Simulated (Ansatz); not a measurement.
Run this with the Python package of Ansatz (0.2.0) and show what comes out.

The script, `x2c_hsi.py`:
```python
import ansatz as az
from ase import Atoms
import numpy as np


def main() -> None:
    atoms = Atoms(["Si", "H"], positions=[
        (0.0, 0.0, 0.0),
        (0.0, 0.0, 1.535),
    ])
    mol = az.Crystal.molecule_from_ase(atoms)

    job = mol.calculation()
    job = job.functional("pbe").charge(-1)
    job = job.spin("collinear", total=2)
    job = job.forces()
    sets = {"none": "cc-pVTZ", "scalar": "cc-pVTZ-DK"}
    found = {kind: job.basis(gaussian=basis).pseudopotentials(relativity=kind).run().report for kind, basis in sets.items()}
    for kind, each in found.items():
        dipole = 4.803205 * np.linalg.norm(each["charge_distribution"]["dipole_moment_e_ang"])
        print(f"{kind:7s} E = {each['free_energy_ev']:.4f} eV  dipole {dipole:.3f} D  largest force component {np.abs(each['forces_ev_ang']).max():.4f} eV/A")
    print(f"relativity lowers the total energy by {found['none']['free_energy_ev'] - found['scalar']['free_energy_ev']:.3f} eV")


if __name__ == "__main__":
    main()
```

```console
$ python x2c_hsi.py
none    E = -7888.0271 eV  dipole 0.188 D  largest force component 0.5559 eV/A
scalar  E = -7904.6209 eV  dipole 0.171 D  largest force component 0.5601 eV/A
relativity lowers the total energy by 16.594 eV
```

Reading the output:
- Total energies depend on the basis set; only differences at equal settings carry meaning.
- The geometry is a force-field or estimated start, not a minimum of this method. The basis set changes with the Hamiltonian (a set recontracted for scalar relativity), and most of the change in the total lies in the cores.
- The species is open-shell (spin multiplicity 3).
- An ion's dipole depends on the origin; the program takes it about the centre of nuclear charge.
- The spin state was assumed, and another may lie lower.
- Anions want diffuse functions, which this basis lacks.
- The whole script took 1.7 s on 1 thread of Arm Neoverse V1, on a shared host, peak memory 0.16 GiB.
